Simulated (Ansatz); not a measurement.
Program: Ansatz. Geometries: PBE0-D4/def2-TZVP. ΔE: electronic, gas phase. CCSD(T)/CBS adds triple-zeta CCSD(T) − MP2 to the extrapolated MP2 energy (def2 sets, frozen cores). Double bonds are as drawn, so ΔE can hold a change between cis and trans. DFT in def2-TZVPP. Each species was taken in one conformer, which may not be the lowest.

Consider the isomerisation: `CC/N=C\F` → `C/C=C(\N)F`.

| level | ΔE (kcal/mol) |
| --- | --- |
| CAM-B3LYP-D4 | -1.2 |
| CCSD(T)/def2-SVP | 3.2 |

(1) What does CCSD(T)/CBS give? (Estimate.)

(2) What do rigid-rotor, harmonic-oscillator terms from PBE0-D4/def2-TZVP frequencies (298.15 K, 1 bar) make of the CCSD(T)/CBS value? (An estimate is asked.)

Largest T1 diagnostic among the species: 0.012.

Results:

(1) Computed: -0.6 kcal/mol. The listed levels differ from it by -0.6, 3.8 kcal/mol.

(2) The calculation gave: ΔZPE = -0.3 kcal/mol, ΔH = -0.7 kcal/mol, ΔS = -3 J/(mol·K), ΔG = -0.5 kcal/mol. Modes under 50 cm⁻¹ make the entropy rough.

Leaving LDA and LC-ωPBE aside and taking each functional with its dispersion term where it has one, the values, not all of them listed here, spread over 2.6 kcal/mol, from r2SCAN0-D4 to BLYP-D4. LDA lies −3.6 kcal/mol from PBE without D4. At CCSD(T), def2-SVP lies +3.7 kcal/mol from the extrapolated value and def2-TZVPP +1.1 kcal/mol.

CCSD(T)/CBS has its own doubt, a few kJ/mol and more with outer-core shells, so smaller differences from it don't rank the levels.
